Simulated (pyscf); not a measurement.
Optimised with ωB97X-D3(BJ)/def2-SVP in PySCF.

Task: For the elementary gas-phase step :HSi–SiH₃ (SMILES [SiH][SiH3]) [singlet] + H• (SMILES [H]) → [HSi=SiH₂]• (SMILES [SiH]=[SiH2]) + H₂ (SMILES [H][H]) (doublet surface; H–Si broken, H–H formed), what barrier and reaction energy does ωB97M-D3(BJ)/def2-TZVP give, measured from the separated reactants?

Result: ΔE‡ = 0.13 eV, ΔE = -1.28 eV. Zero-point energy shifts the barrier by -0.01 eV. It is a hydrogen abstraction, with an imaginary mode of 733i cm⁻¹. One saddle was located; it need not be the lowest between these sides. The angle at the transferred H is 166°.
